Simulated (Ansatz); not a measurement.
A nudged elastic band was laid between two geometries of C2HClF2 (6 atoms, charge 0, multiplicity 1).

Computed with Ansatz, RKS B3LYP-D4/def2-SVP.

```json
{
 "movable images": "8",
 "climbing image": "no",
 "spring": "5.0 eV/Å²",
 "optimiser": "quadratic models (default)",
 "start path": "IDPP",
 "force threshold": "0.05 eV/Å",
 "iteration limit": "60",
 "end points": "relaxed"
}
```

Initial state:

```xyz
6
Properties=species:S:1:pos:R:3
F -1.517 0.894 -0.178
C -0.532 0.251 0.444
C 0.510 -0.256 -0.219
F 1.480 -0.893 0.426
Cl 0.722 -0.152 -1.921
H -0.630 0.164 1.528
```

Final state:

```xyz
6
Properties=species:S:1:pos:R:3
F -0.761 0.222 1.662
C -0.576 0.290 0.343
C 0.502 -0.249 -0.232
F 1.443 -0.876 0.457
Cl 0.781 -0.184 -1.932
H -1.354 0.807 -0.218
```

Task: Which bonds break or form, and what moves?

Result: No bond is made or broken. The dihedral F1–C2–C3–Cl5 goes from 0 to -180°.

Task: Give the energies along the band, and the barrier.

Result: It converged. The highest image is number 4 of 0 to 9, 2.87 eV above the first end and 2.85 eV above the last; the last end lies 0.02 eV above the first. No image climbed, so the highest image needn't sit at the top of the path.

```
image  path coordinate (Å)  energy (eV)  dihedral F1–C2–C3–Cl5 (°)
    0                 0.00         0.00                          0
    1                 0.40         0.20                         19
    2                 0.79         0.77                         39
    3                 1.19         1.67                         59
    4                 1.58         2.87                         79
    5                 1.98         2.86                         99
    6                 2.37         1.66                        119
    7                 2.77         0.77                        139
    8                 3.16         0.21                        159
    9                 3.56         0.02                       -180
```

Task: What is the geometry of the highest image?

Result: 
```xyz
6
Properties=species:S:1:pos:R:3:forces:R:3
F -1.824 0.057 0.039 -0.07 1.62 -1.20
C -0.568 0.207 0.481 -0.03 -0.59 0.38
C 0.509 -0.263 -0.261 -0.29 -0.15 -0.33
F 1.198 -1.341 0.112 1.08 0.91 1.01
Cl 1.222 0.482 -1.643 -0.78 -0.56 -0.80
H -0.502 0.866 1.353 0.08 -1.23 0.94
```

Run time: 120 s on 1 thread of Intel(R) Xeon(R) 6975P-C (Granite Rapids) (shared host), peak memory 0.19 GiB.
